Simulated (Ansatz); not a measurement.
# C₂HFO: an energy map over bond length C2–C3 and angle C2–C3–F4

How does the energy of C₂HFO, SMILES O=C=CF change over two coordinates at once? A grid of runs gives the map.

The runs use Ansatz 0.2.0; RKS wB97X-V/def2-TZVP.

## 1. Starting geometry

SMILES `O=C=CF`, 5 atoms, charge 0, spin multiplicity 1.

Atoms are counted from 1 here; the program's logs count them from 0.

Bond lengths: O1–C2 1.179 Å, C2–C3 1.336 Å, C3–F4 1.354 Å, C3–H5 1.100 Å. Angles: O1–C2–C3 177.7°, C2–C3–F4 121.8°, C2–C3–H5 120.6°, F4–C3–H5 117.6°.

Geometry (Å):

```mol
C2HFO
  3D, bonds by distance, orders not assigned

  5  4  0  0  0  0  0  0  0  0999 V2000
    0.6502   -1.3244    1.3499 O   0  0
    0.2670   -0.5441    0.5536 C   0  0
   -0.1312    0.3741   -0.3307 C   0  0
   -1.1543    0.1424   -1.1866 F   0  0
    0.3682    1.3521   -0.3863 H   0  0
  1  2  8  0
  2  3  8  0
  3  4  8  0
  3  5  8  0
M  END
```

This geometry comes from a loose relaxation at PBE in a small basis, which is not shown.

## 3. The grid

First coordinate, bond length C2–C3: 7 values from 1.107 to 1.714 Å. Second coordinate, angle C2–C3–F4: 7 values from 84.9 to 154.9 °.

Nothing else is relaxed (all other coordinates rigid). Energies count from the relaxed molecule at the same level.

(The set-up runs are not shown.)

## 4. Grid point bond length C2–C3 = 1.714 Å, angle C2–C3–F4 = 119.9°

input.yaml reads:

```yaml
crystal:
  periodic: [false, false, false]
  atoms:
    - { symbol: O, position_ang: [0.62737, -1.318613, 1.324424] }
    - { symbol: C, position_ang: [0.266595, -0.534447, 0.548636] }
    - { symbol: C, position_ang: [-0.230405, 0.655682, -0.580248] }
    - { symbol: F, position_ang: [-1.257644, 0.39771, -1.425626] }
    - { symbol: H, position_ang: [0.246891, 1.620936, -0.650252] }
basis:
  gaussian: { orbitals: def2-TZVP }
hamiltonian:
  xc: { name: wB97X-V }
output:
  forces: true
```

On the command line:

```bash
> ansatz run input.yaml --threads 1 --pin off --max-ram 2560MiB --backend cpu --events-out ev --progress --plain --runs-dir out
```

The session goes on with these runs: all other points of the grid.

Before running it: what results should come out? Wanted: lowest point; highest computed point; largest force on an atom; dipole moment.

**Answer**, as computed:

```
                       quantity                                                                                                                                                  value
                   lowest point                                                                                        bond length C2–C3 = 1.310 Å, angle C2–C3–F4 = 119.9°, 0.0022 eV
         highest computed point                                                                         bond length C2–C3 = 1.714 Å, angle C2–C3–F4 = 154.9°, 3.68 eV above the lowest
largest force on an atom (eV/Å)    0.5 at bond length C2–C3 = 1.310 Å, angle C2–C3–F4 = 119.9° to 24.4 at bond length C2–C3 = 1.107 Å, angle C2–C3–F4 = 84.9°; 0.5 at the lowest point
              dipole moment (D)  0.56 at bond length C2–C3 = 1.512 Å, angle C2–C3–F4 = 154.9° to 2.80 at bond length C2–C3 = 1.107 Å, angle C2–C3–F4 = 84.9°; 1.39 at the lowest point
        time for the whole task                                                                                                                       8.2 min on 1 thread, shared host
```

The lowest computed point is at bond length C2–C3 = 1.310 Å, angle C2–C3–F4 = 119.9°, 0.0022 eV from the relaxed molecule at the same level. The grid is coarse, so the true minimum lies between grid points and may sit elsewhere than the lowest one. No other kind of well shows on this grid. The highest computed point, bond length C2–C3 = 1.714 Å, angle C2–C3–F4 = 154.9°, lies 3.68 eV above the lowest. Round the minimum the two coordinates are nearly uncoupled.
